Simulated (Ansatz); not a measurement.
Ansatz (a first-principles code) input (PBE/pcseg-1): A basis named .json is the Basis Set Exchange file of that set (core-valence sets with the plain set on hydrogen).

Ansatz 0.2 input:
```yaml
crystal:
  periodic: [false, false, false]
  atoms:
    - {symbol: Cl, position_ang: [-0.00000000, -0.00000000, -0.95498874]}
    - {symbol: Cl, position_ang: [0.00000000, 0.00000000, 0.95498874]}
basis:
  gaussian:
    orbitals: pcseg-1.json
hamiltonian:
  xc: {name: PBE}
total_charge: 1
magnetization: {spin_polarized: true, initial_magnetization: 1}
```

Output:

```
Functional definition: PBE
integrals: 0.01 GiB planned
412 factors; their error is unknown
mean field: 0.08 GiB planned
mean field evaluation 1: about -25021.1171 eV, gradient 1.2e1 eV
mean field evaluation 2: about -25021.2132 eV, gradient 1.2e1 eV
mean field evaluation 4: about -25021.9602 eV, gradient 2.9e0 eV
mean field evaluation 8: about -25022.0159 eV, gradient 5.3e-2 eV
mean field evaluation 16: about -25021.9754 eV, gradient 2.5e-4 eV
mean field -25021.97541088 eV, -919.5406358458 hartree, gradient 4.0e-6 eV, S^2 0.751158; 1 other end points of the search recorded, 0 dependent functions left out
reference -25021.97543638 eV, -919.5406367827 hartree; 17, 16 occupied and 19, 20 virtual orbitals, 412 factors
Total energy: -25021.97543638 eV, -919.5406367827 hartree
```
